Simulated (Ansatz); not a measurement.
A run of Ansatz (development build ahead of 0.2.0) on doublet C3H6(+) at this shape:

```xyz
9

C    -0.6446    0.5367   -0.2142
C     0.7425    0.0161   -0.4448
C    -0.0979   -0.5527    0.6590
H    -1.4210    0.2770   -0.9391
H    -0.7565    1.5359    0.2155
H     1.5863    0.6566   -0.1741
H     0.9218   -0.6023   -1.3287
H    -0.4975   -1.5631    0.5358
H     0.1670   -0.3041    1.6904
```

Its results:

```
Converged                       : yes
Reference energy                : -116.61339 hartree
Correlation energy              : -0.38544 hartree
Total energy                    : -116.99884 hartree
Spin squared of the determinant : 0.773
Stability test                  : minimum
```

Forces (eV/Å):
```
atom      Fx      Fy      Fz
  C1  -5.882   0.853   2.451
  C2   5.440  -3.382   0.549
  C3   0.093   0.606  -0.714
  H4   0.374   0.051  -0.518
  H5   0.487   0.267  -0.321
  H6  -0.264   0.548  -0.195
  H7  -0.379   0.335  -0.389
  H8  -0.134  -0.017  -0.779
  H9   0.265   0.740  -0.085
```

Task: Which input gives this output? Name the method, the orbitals and the basis set, and write the input.

Result: UHF-MP2 in def2-SVP.

```yaml
crystal:
  periodic: [false, false, false]
  atoms:
    - { symbol: C, position_ang: [-0.6446, 0.5367, -0.2142] }
    - { symbol: C, position_ang: [0.7425, 0.0161, -0.4448] }
    - { symbol: C, position_ang: [-0.0979, -0.5527, 0.659] }
    - { symbol: H, position_ang: [-1.421, 0.277, -0.9391] }
    - { symbol: H, position_ang: [-0.7565, 1.5359, 0.2155] }
    - { symbol: H, position_ang: [1.5863, 0.6566, -0.1741] }
    - { symbol: H, position_ang: [0.9218, -0.6023, -1.3287] }
    - { symbol: H, position_ang: [-0.4975, -1.5631, 0.5358] }
    - { symbol: H, position_ang: [0.167, -0.3041, 1.6904] }
basis:
  gaussian: { orbitals: def2-SVP }
total_charge: 1
magnetization:
  spin_polarized: true
  initial_magnetization: 1
hamiltonian:
  xc: hf
correlation:
  method: mp2
  frozen_orbitals: { C: 1, H: 0 }
output:
  forces: true
```

Caution: MP2 on this radical cation hangs on the determinant chosen; the determinant breaks the point group.
